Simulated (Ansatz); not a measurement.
Ansatz (a program for electronic structure) input (B3LYP/LANL2DZ): The .json file is the Basis Set Exchange's LANL2DZ.

Ansatz 0.2 input:
```yaml
crystal:
  periodic: [false, false, false]
  atoms:
    - {symbol: C, position_ang: [1.22575544, 0.17309225, 0.00894148]}
    - {symbol: C, position_ang: [-0.03107836, 0.64387051, -0.00922939]}
    - {symbol: H, position_ang: [1.47813325, -0.91357007, 0.02636841]}
    - {symbol: H, position_ang: [2.10642756, 0.82312597, 0.00806544]}
    - {symbol: C, position_ang: [-1.09160938, -0.43922734, -0.00400391]}
    - {symbol: H, position_ang: [-0.69725428, -1.48823368, 0.01421419]}
    - {symbol: H, position_ang: [-1.76093960, -0.33173915, 0.86187210]}
    - {symbol: H, position_ang: [-1.74477312, -0.35599558, -0.88476921]}
basis:
  gaussian:
    orbitals: LANL2DZ.json
hamiltonian:
  xc: {name: B3LYP}
total_charge: -1
relax: {f_tol: 0.003, max_steps: 120}
```

From the last part of the output:

```
Functional definition: B3LYP
integrals: 0.01 GiB planned
525 factors; integrals over basis functions are off by at most 3.4e-4 eV
mean field: 0.10 GiB planned
mean field evaluation 1: about -3186.3014 eV, gradient 3.0e1 eV
mean field evaluation 2: about -3184.3151 eV, gradient 4.0e1 eV
mean field evaluation 4: about -3189.2596 eV, gradient 2.1e0 eV
mean field evaluation 8: about -3189.2660 eV, gradient 6.5e-2 eV
mean field -3189.26598865 eV, -117.2033633208 hartree, gradient 1.8e-5 eV, S^2 0.000000; 0 other end points of the search recorded, 0 dependent functions left out
the calculation of the forces begins
reference -3189.26619047 eV, -117.2033707376 hartree; 12, 12 occupied and 25, 25 virtual orbitals, 525 factors
relax step   1: F+E_penalty+E_count = -3189.26598865 eV  Δ(F+E_penalty+E_count) = +0.000e0 eV  max|allowed force component| = 1.467e0 eV/Å  Δτ_max = 0.0000 Å  (24 SCF iters, accepted)
these checks for a lower state are left out or cut short: starts, cluster_reference, orbital_swaps, neighbouring_geometries, increment
integrals: 0.01 GiB planned
525 factors; integrals over basis functions are off by at most 3.4e-4 eV
mean field: 0.10 GiB planned
mean field evaluation 16: about -3189.3135 eV, gradient 1.4e0 eV
mean field -3189.31589188 eV, -117.2051972305 hartree, gradient 5.4e-5 eV, S^2 0.000000; 0 other end points of the search recorded, 0 dependent functions left out
the calculation of the forces begins
reference -3189.31609353 eV, -117.2052046412 hartree; 12, 12 occupied and 25, 25 virtual orbitals, 525 factors
relax step   2: F+E_penalty+E_count = -3189.31589188 eV  Δ(F+E_penalty+E_count) = -4.990e-2 eV  max|allowed force component| = 6.093e-1 eV/Å  Δτ_max = 0.0431 Å  (25 SCF iters, accepted)
these checks for a lower state are left out or cut short: starts, cluster_reference, orbital_swaps, neighbouring_geometries, increment
integrals: 0.01 GiB planned
525 factors; integrals over basis functions are off by at most 3.4e-4 eV
mean field: 0.10 GiB planned
mean field -3189.32384333 eV, -117.2054894412 hartree, gradient 5.5e-5 eV, S^2 0.000000; 0 other end points of the search recorded, 0 dependent functions left out
the calculation of the forces begins
reference -3189.32404467 eV, -117.2054968403 hartree; 12, 12 occupied and 25, 25 virtual orbitals, 525 factors
relax step   3: F+E_penalty+E_count = -3189.32384333 eV  Δ(F+E_penalty+E_count) = -7.951e-3 eV  max|allowed force component| = 1.434e-1 eV/Å  Δτ_max = 0.0145 Å  (25 SCF iters, accepted)
these checks for a lower state are left out or cut short: starts, cluster_reference, orbital_swaps, neighbouring_geometries, increment
integrals: 0.01 GiB planned
525 factors; integrals over basis functions are off by at most 3.4e-4 eV
mean field: 0.10 GiB planned
mean field evaluation 32: about -3189.3247 eV, gradient 2.6e-5 eV
mean field -3189.32468055 eV, -117.2055202082 hartree, gradient 2.6e-5 eV, S^2 0.000000; 0 other end points of the search recorded, 0 dependent functions left out
the calculation of the forces begins
reference -3189.32488195 eV, -117.2055276098 hartree; 12, 12 occupied and 25, 25 virtual orbitals, 525 factors
relax step   4: F+E_penalty+E_count = -3189.32468055 eV  Δ(F+E_penalty+E_count) = -8.372e-4 eV  max|allowed force component| = 5.235e-2 eV/Å  Δτ_max = 0.0035 Å  (22 SCF iters, accepted)
these checks for a lower state are left out or cut short: starts, cluster_reference, orbital_swaps, neighbouring_geometries, increment
integrals: 0.01 GiB planned
525 factors; integrals over basis functions are off by at most 3.4e-4 eV
mean field: 0.10 GiB planned
mean field -3189.32478617 eV, -117.2055240898 hartree, gradient 1.7e-5 eV, S^2 0.000000; 0 other end points of the search recorded, 0 dependent functions left out
the calculation of the forces begins
reference -3189.32498759 eV, -117.2055314917 hartree; 12, 12 occupied and 25, 25 virtual orbitals, 525 factors
relax step   5: F+E_penalty+E_count = -3189.32478617 eV  Δ(F+E_penalty+E_count) = -1.056e-4 eV  max|allowed force component| = 1.069e-2 eV/Å  Δτ_max = 0.0026 Å  (22 SCF iters, accepted)
these checks for a lower state are left out or cut short: starts, cluster_reference, orbital_swaps, neighbouring_geometries, increment
integrals: 0.01 GiB planned
525 factors; integrals over basis functions are off by at most 3.4e-4 eV
mean field: 0.10 GiB planned
mean field -3189.32478986 eV, -117.2055242255 hartree, gradient 3.1e-5 eV, S^2 0.000000; 0 other end points of the search recorded, 0 dependent functions left out
the calculation of the forces begins
reference -3189.32499129 eV, -117.2055316279 hartree; 12, 12 occupied and 25, 25 virtual orbitals, 525 factors
relax step   6: F+E_penalty+E_count = -3189.32478986 eV  Δ(F+E_penalty+E_count) = -3.692e-6 eV  max|allowed force component| = 2.932e-3 eV/Å  Δτ_max = 0.0011 Å  (17 SCF iters, accepted)
integrals: 0.01 GiB planned
525 factors; integrals over basis functions are off by at most 3.4e-4 eV
mean field: 0.10 GiB planned
mean field -3189.32478986 eV, -117.2055242255 hartree, gradient 3.1e-5 eV, S^2 0.000000; 1 other end points of the search recorded, 0 dependent functions left out
the calculation of the forces begins
reference -3189.32499129 eV, -117.2055316279 hartree; 12, 12 occupied and 25, 25 virtual orbitals, 525 factors
Total energy: -3189.32499129 eV, -117.2055316279 hartree
Atom 0 at     1.253494     0.169945     0.009242 Å, force     0.002932    -0.000326     0.000032 eV/Å
Atom 1 at    -0.033626     0.666885    -0.009573 Å, force    -0.002596     0.000560    -0.000032 eV/Å
Atom 2 at     1.526921    -0.914890     0.026838 Å, force    -0.001092     0.000242    -0.000013 eV/Å
Atom 3 at     2.128124     0.839588     0.008038 Å, force     0.000292    -0.000389     0.000008 eV/Å
Atom 4 at    -1.112882    -0.452653    -0.004014 Å, force    -0.001016     0.000483    -0.000016 eV/Å
Atom 5 at    -0.735653    -1.512003     0.014189 Å, force     0.000551    -0.000251     0.000009 eV/Å
Atom 6 at    -1.779038    -0.330501     0.872157 Å, force     0.000468    -0.000163    -0.000309 eV/Å
Atom 7 at    -1.762678    -0.355049    -0.895417 Å, force     0.000462    -0.000155     0.000322 eV/Å
Dipole moment:    -0.203604    -0.670180     0.007423 e Å
```

The dipole moment of an ion depends on the origin.
